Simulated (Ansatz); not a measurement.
# CH₅Si₂+ (SMILES [SiH+]=C[SiH3]): single points off equilibrium

The task here is to estimate one member of a computed series from the others.

Method: single points in def2-TZVPP; program: Ansatz 0.2.0, Gaussian basis.

Cores are frozen in the correlated methods.

**The system as given**

SMILES `[SiH+]=C[SiH3]`, 8 atoms, charge 1, spin multiplicity 1.

Atoms are counted from 1 here; the program's logs count them from 0.

Bond lengths: Si1–C2 1.707 Å, Si1–H4 1.436 Å, C2–Si3 1.937 Å, C2–H5 1.021 Å, Si3–H6 1.450 Å, Si3–H7 1.454 Å, Si3–H8 1.503 Å. Angles: C2–Si1–H4 177.0°, Si1–C2–Si3 128.5°, Si1–C2–H5 111.8°, Si3–C2–H5 119.6°, C2–Si3–H6 106.5°, C2–Si3–H7 103.2°, C2–Si3–H8 105.7°, H6–Si3–H7 116.7°, H6–Si3–H8 109.5°, H7–Si3–H8 114.2°.

As a file:

```xyz
8
charge 1, multiplicity 1
Si   -1.3301    0.6601   -1.3145
C     0.2089    0.3233   -0.6564
Si    0.6394   -0.4746    1.0552
H    -2.5910    0.9641   -1.9315
H     0.9578    0.5333   -1.3177
H    -0.1169    0.2578    2.0519
H     2.0875   -0.3585    1.1199
H     0.1362   -1.8891    0.9826
```

The first run:

run/in.yaml

```yaml
crystal:
  periodic: [false, false, false]
  atoms:
    - {symbol: Si, position_ang: [-1.330100, 0.660100, -1.314500]}
    - {symbol: C, position_ang: [0.208900, 0.323300, -0.656400]}
    - {symbol: Si, position_ang: [0.639400, -0.474600, 1.055200]}
    - {symbol: H, position_ang: [-2.591000, 0.964100, -1.931500]}
    - {symbol: H, position_ang: [0.957800, 0.533300, -1.317700]}
    - {symbol: H, position_ang: [-0.116900, 0.257800, 2.051900]}
    - {symbol: H, position_ang: [2.087500, -0.358500, 1.119900]}
    - {symbol: H, position_ang: [0.136200, -1.889100, 0.982600]}
basis:
  gaussian: {orbitals: def2-TZVPP}
total_charge: 1
correlation: {method: ccsd_t}
output: {forces: true}
```

The command line of these runs was not kept.

Among the steps run: CCSD(T)/def2-TZVPP; PBE0-D4/def2-TZVPP; wB97M-V/def2-TZVPP; r2SCAN-D4/def2-TZVPP; PBE-D4/def2-TZVPP; wB97X-V/def2-TZVPP; revPBE-D4/def2-TZVPP.

One table of the session follows, with a row left open; its other results are not shown here.

| method | RMS force component (eV/Å) | angle to CCSD(T) forces (°) |
| --- | --- | --- |
| CCSD(T) | 1.078 | reference |
| PBE0-D4 | 1.218 | 7.8 |
| wB97M-V | 1.205 | 9.8 |
| r2SCAN-D4 | 1.185 | 6.1 |
| PBE-D4 | 1.197 | 6.3 |
| wB97X-V | ? | ? |
| revPBE-D4 | 1.171 | 6.3 |

Q: Estimate the row for wB97X-V from the others.

The run gave: RMS force component (eV/Å): 1.254; angle to CCSD(T) forces (°): 9.7. In the column «RMS force component (eV/Å)» it is the highest.
